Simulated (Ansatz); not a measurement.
Results of r²SCAN-D4 (plane waves, PAW; Ansatz, a first-principles code) for antiferromagnetic (type II) rock-salt MnS.

Input file:

Ansatz 0.2 input:
```yaml
crystal:
  lattice:
    - [5.1330450996, 2.5560555732, 2.5560555732]
    - [2.5560555732, 5.1330450996, 2.5560555732]
    - [2.5560555732, 2.5560555732, 5.1330450996]
  atoms:
    - { symbol: Mn, position: [0.0, 0.0, 0.0], spin: 5.0 }
    - { symbol: Mn, position: [0.5, 0.5, 0.5], spin: -5.0 }
    - { symbol: S, position: [0.25, 0.25, 0.25], spin: 0.0 }
    - { symbol: S, position: [0.75, 0.75, 0.75], spin: 0.0 }
basis:
  ecutwfc: 560
  ecutrho_ratio: 4
  xc_grid: 3
kpoints:
  mp_grid: { grid: [10, 10, 10] }
  band_path:
    path:
      - [0.0, 0.0, 0.0]
      - [0.125, 0.125, 0.125]
      - [0.25, 0.25, 0.25]
      - [0.375, 0.375, 0.375]
      - [0.5, 0.5, 0.5]
      - [0.531224, 0.468776, 0.5]
      - [0.562449, 0.437551, 0.5]
      - [0.593673, 0.406327, 0.5]
      - [0.624898, 0.375102, 0.5]
      - [0.656122, 0.343878, 0.5]
      - [0.687346, 0.312654, 0.5]
      - [0.718571, 0.281429, 0.5]
      - [0.749795, 0.250205, 0.5]
      - [0.781019, 0.218981, 0.5]
      - [0.812244, 0.187756, 0.5]
      - [0.5, -0.187756, 0.187756]
      - [0.5, -0.156463, 0.156463]
      - [0.5, -0.125171, 0.125171]
      - [0.5, -0.093878, 0.093878]
      - [0.5, -0.062585, 0.062585]
      - [0.5, -0.031293, 0.031293]
      - [0.5, 0.0, 0.0]
      - [0.45, 0.0, 0.0]
      - [0.4, 0.0, 0.0]
      - [0.35, 0.0, 0.0]
      - [0.3, 0.0, 0.0]
      - [0.25, 0.0, 0.0]
      - [0.2, 0.0, 0.0]
      - [0.15, 0.0, 0.0]
      - [0.1, 0.0, 0.0]
      - [0.05, 0.0, 0.0]
      - [0.028657, -0.028657, 0.0]
      - [0.057313, -0.057313, 0.0]
      - [0.08597, -0.08597, 0.0]
      - [0.114626, -0.114626, 0.0]
      - [0.143283, -0.143283, 0.0]
      - [0.171939, -0.171939, 0.0]
      - [0.200596, -0.200596, 0.0]
      - [0.229252, -0.229252, 0.0]
      - [0.257909, -0.257909, 0.0]
      - [0.286565, -0.286565, 0.0]
      - [0.315222, -0.315222, 0.0]
      - [0.343878, -0.343878, 0.0]
      - [0.656122, 0.0, 0.343878]
      - [0.617091, 0.0, 0.382909]
      - [0.578061, 0.0, 0.421939]
      - [0.53903, 0.0, 0.46097]
      - [0.5, 0.0, 0.5]
      - [0.45, 0.0, 0.45]
      - [0.4, 0.0, 0.4]
      - [0.35, 0.0, 0.35]
      - [0.3, 0.0, 0.3]
      - [0.25, 0.0, 0.25]
      - [0.2, 0.0, 0.2]
      - [0.15, 0.0, 0.15]
      - [0.1, 0.0, 0.1]
      - [0.05, 0.0, 0.05]
    npoints: 1
hamiltonian:
  xc: r2scan
  dispersion: d4
  pseudopotentials: { kind: paw }
scf:
  occupations: { method: fermi_dirac, width: 0.01 }
  convergence: { dr2_threshold: 0.0000000004 }
output:
  forces: true
  stress: true
  eigenvalues: true
  write_bands: true
magnetization:
  spin_polarized: true
```

From the output:

```
Crystal: 4 atoms, lattice volume = 68.037 Å³
Basis set: ecut = 560 eV, 1985 PW (Γ), FFT grids on a1−a3, a2−a3, a3, exchange–correlation on 90×90×150 points (27 copies of the dense FFT grid, shifted against one another)
Bands: 32, of which v1, the nominal top of the filled ones, is band 21 counted from 1 (20 counted from 0)
Symmetry: 12 space group operations
Space group: R-3m (ITA 166), of the structure as read, at distance tolerance 4.1e-5 Å
k-points: 116 of 1000
Initial density: superposition of atomic densities (chi_scale 0.1, normalization cell, long waves kept (reshape's long-wave potential 0.00 eV rms))
Functional: x = r2scan, c = r2scan; τ floored in thin density (d = 2e-4 eV/Å³)
spin=Collinear: Resta preconditioning applied to the charge; magnetization (m = ρ↑ − ρ↓) channel mixes plain (no charge-response kernel on spin).
SCF 1 converged in 16 iterations: F = -9624.539080 eV  dr2 = 8.65e-12
SCF converged after 16 iterations
Magnetization: 0.0000 μB (21.0000 up, 21.0000 down)
Free energy (F): -9624.539080 eV
Internal energy: -9624.539080 eV  (E = F + TS)
E sigma→0 (E₀):  -9624.539080 eV
Fermi energy:    11.024469 eV
--- Forces (eV/Å), atoms counted from 1 ---
  atom   1  Mn     0.00000000     0.00000000    -0.00000000
  atom   2  Mn    -0.00000000    -0.00000000     0.00000000
  atom   3  S     -0.00000000    -0.00000000    -0.00000000
  atom   4  S      0.00000000     0.00000000     0.00000000
--- Stress (GPa, compression-positive) ---
       -0.005932       0.000859       0.000859
        0.000859      -0.005932       0.000859
        0.000859       0.000859      -0.005932
  P = ⅓ Tr σ = -0.0059 GPa (-0.059 kbar)
```

The PAW data were made under PBE.
